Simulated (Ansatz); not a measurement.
# H₃S+ (singlet): the correlation ladder at distance S1–H2 = 1.091 Å, cc-pVDZ

One table from this session's results is given with a row withheld; the runs are named, their logs left out.

Computed with Ansatz 0.2.0, Gaussian basis. Level: cc-pVDZ, core rule «outside noble gas», up to 5 orbitals frozen.

Plan: UHF; CCSD(T) on RHF; BCCD(T) on RHF; CISD; CCSDT(Q) on RHF; CCSDTQ on RHF; CASSCF and MRCISD+Q, 2 electrons in 2 orbitals; CASSCF and NEVPT2, 2 electrons in 2 orbitals; CASSCF and MRCISD+Q, 8 electrons in 7 orbitals; CASSCF and NEVPT2, 8 electrons in 7 orbitals.

13 further runs of the same task are left out: 12 that didn't finish, 1 set aside as unsound or not needed.

## The geometry

The geometry derives from a PBE0/def2-TZVP stationary point (not a proven minimum). One bond is set to the value named and the two fragments are kept rigid.

4 atoms, charge 1, spin multiplicity 1.

Atoms are counted from 1 here; the program's logs count them from 0.

Bond lengths: S1–H2 1.091 Å, S1–H3 1.357 Å, S1–H4 1.357 Å. Angles: H2–S1–H3 94.1°, H2–S1–H4 94.1°, H3–S1–H4 94.1°.

Coordinates:

```xyz
4
H3S
S     0.0068    0.0001   -0.0583
H     0.9257    0.0098    0.5297
H    -0.5817    0.9875    0.6631
H    -0.5606   -0.9998    0.6630
```

The first run:

Input file in.yaml:

```yaml
crystal:
  periodic: [false, false, false]
  atoms:
    - {symbol: S, position_ang: [0.006809, 0.000075, -0.058336]}
    - {symbol: H, position_ang: [0.925690, 0.009845, 0.529748]}
    - {symbol: H, position_ang: [-0.581739, 0.987530, 0.663077]}
    - {symbol: H, position_ang: [-0.560558, -0.999758, 0.662997]}
basis:
  gaussian: {orbitals: cc-pVDZ}
total_charge: 1
magnetization: {spin_polarized: true, initial_magnetization: 0}
hamiltonian: {xc: hf}
output: {orbitals: {seedname: orbitals}}
```

Run with:

```console
$ ansatz run in.yaml --threads 1 --pin off --events-out ev --progress --plain --max-ram 2393MiB
```

Steps of the session up to this table: UHF; CCSD(T) on RHF; BCCD(T) on RHF; CISD; CCSDT(Q) on RHF; CCSDTQ on RHF; CASSCF and MRCISD+Q, 2 electrons in 2 orbitals; CASSCF and NEVPT2, 2 electrons in 2 orbitals; CASSCF and MRCISD+Q, 8 electrons in 7 orbitals; CASSCF and NEVPT2, 8 electrons in 7 orbitals.

One table of the session follows, with a row left open; its other results are not shown here.

```
          method  from RCCSDTQ (kcal/mol)
             RHF                        ?
            RMP2                   +18.74
            CISD                    +7.29
           RCCSD                    +2.62
        RCCSD(T)                    +0.42
         BCCD(T)                    +0.42
          RCCSDT                    +0.12
       RCCSDT(Q)                    +0.01
         RCCSDTQ                        0
     CASSCF pair                   +99.30
     NEVPT2 pair                   +18.53
     MRCISD pair                    +5.92
   MRCISD+Q pair                    -0.22
  CASSCF valence                   +77.77
  NEVPT2 valence                   +16.64
  MRCISD valence                    +3.48
MRCISD+Q valence                    -0.13
```

Q: Estimate the row for RHF from the others.

The run gave: from RCCSDTQ (kcal/mol): +109.31. In the column «from RCCSDTQ (kcal/mol)» it is the highest.
